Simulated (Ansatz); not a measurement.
Ansatz (a first-principles code) input (r2SCAN/cc-pV(T+d)Z): A basis named .json is the Basis Set Exchange file of that set (core-valence sets with the plain set on hydrogen).

Ansatz 0.2 input:
```yaml
crystal:
  periodic: [false, false, false]
  atoms:
    - {symbol: S, position_ang: [-0.00000000, -0.00000000, -1.55270816]}
    - {symbol: C, position_ang: [0.00000000, 0.00000000, 0.00000000]}
    - {symbol: S, position_ang: [0.00000000, 0.00000000, 1.55270816]}
basis:
  gaussian:
    orbitals: cc-pV_T+d_Z.json
    final_grid: {core_spheres: 10, valence_spheres: 9, degree: 29}
hamiltonian:
  xc: {name: r2SCAN}
magnetization: {spin_polarized: false}
```

Output:

```
Functional definition: r2SCAN
integrals: 0.03 GiB planned
756 factors; their error is unknown
mean field: 0.29 GiB planned
mean field evaluation 1: about -22702.9274 eV, gradient 4.2e1 eV
mean field evaluation 2: about -22683.1855 eV, gradient 9.1e1 eV
mean field evaluation 4: about -22707.1221 eV, gradient 2.0e0 eV
mean field evaluation 8: about -22707.1210 eV, gradient 3.5e-2 eV
mean field evaluation 16: about -22707.1210 eV, gradient 3.3e-6 eV
mean field -22707.12102872 eV, -834.4713063660 hartree, gradient 3.3e-6 eV, S^2 0.000000; 0 other end points of the search recorded, 0 dependent functions left out
reference -22707.12103683 eV, -834.4713066639 hartree; 19, 19 occupied and 89, 89 virtual orbitals, 756 factors
Total energy: -22707.12103683 eV, -834.4713066639 hartree
```
